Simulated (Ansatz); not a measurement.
Process, species as SMILES: C1C=[C]1 → C1[C-]=C1 (an electron is taken up)
B3LYP-D3(BJ)/def2-TZVP geometries, fixed; electronic energies without zero-point terms; positive where energy is released.

How fast the adiabatic electron affinity converges with the basis for several methods (Ansatz, a first-principles code): deviation from each method's own reference, in eV. References: B3LYP 1.541 eV, the value in aug-pcseg-3; HF 0.373 eV, the value in aug-cc-pVQZ; MP2 1.866 eV, Hartree-Fock in aug-cc-pVQZ plus the correlation part extrapolated as X^-3 from aug-cc-pVTZ and aug-cc-pVQZ; PBE 1.498 eV, the value in aug-pcseg-3; wB97M-V 1.586 eV, the value in aug-pcseg-3. Cartesian d functions, on some or all atoms, in 6-31G*, 6-31+G*; all else is spherical. In correlated methods cores are frozen. An unrestricted Hartree-Fock determinant is markedly spin-contaminated. Open shells are unrestricted. No added dispersion term, no relativity. Functionals ending in -V hold VV10 correlation. 

| basis | functions | B3LYP | HF | MP2 | PBE | wB97M-V |
|---|---|---|---|---|---|---|
| def2-SV(P) | 48 | -0.401 | -0.201 | -0.768 | (withheld) | -0.365 |
| 6-31G* | 51 | -0.794 | -0.560 | -1.199 | (withheld) | -0.765 |
| cc-pVDZ | 57 | -0.496 | -0.300 | -0.780 | (withheld) | -0.458 |
| pcseg-1 | 57 | -0.272 | -0.089 | -0.671 | (withheld) | -0.247 |
| 6-31+G* | 63 | -0.012 | 0.018 | -0.394 | (withheld) | -0.003 |
| 6-311+G** | 84 | 0.013 | 0.034 | -0.251 | (withheld) | 0.026 |
| aug-cc-pVDZ | 96 | 0.044 | 0.060 | -0.137 | (withheld) | 0.061 |
| aug-pcseg-1 | 96 | 0.047 | 0.067 | -0.229 | (withheld) | 0.055 |
| 6-311++G(2d,2p) | 111 | 0.010 | 0.021 | -0.170 | (withheld) | 0.022 |
| cc-pVTZ | 132 | -0.229 | -0.154 | -0.356 | (withheld) | -0.218 |
| def2-TZVPP | 135 | -0.116 | -0.069 | -0.233 | (withheld) | -0.099 |
| jun-cc-pV(T+d)Z | 159 | -0.002 | 0.004 | -0.101 | (withheld) | -0.002 |

What belongs in the gaps?


- def2-SV(P), PBE: -0.428
- 6-31G*, PBE: -0.826
- cc-pVDZ, PBE: -0.527
- pcseg-1, PBE: -0.301
- 6-31+G*, PBE: -0.018
- 6-311+G**, PBE: 0.003
- aug-cc-pVDZ, PBE: 0.034
- aug-pcseg-1, PBE: 0.044
- 6-311++G(2d,2p), PBE: 0.002
- cc-pVTZ, PBE: -0.259
- def2-TZVPP, PBE: -0.145
- jun-cc-pV(T+d)Z, PBE: -0.006

Mean absolute deviation over 6-311+G**, 6-311++G(2d,2p), cc-pVTZ, def2-TZVPP, jun-cc-pV(T+d)Z: HF 0.056, wB97M-V 0.073, B3LYP 0.074, PBE 0.083, MP2 0.222 eV.
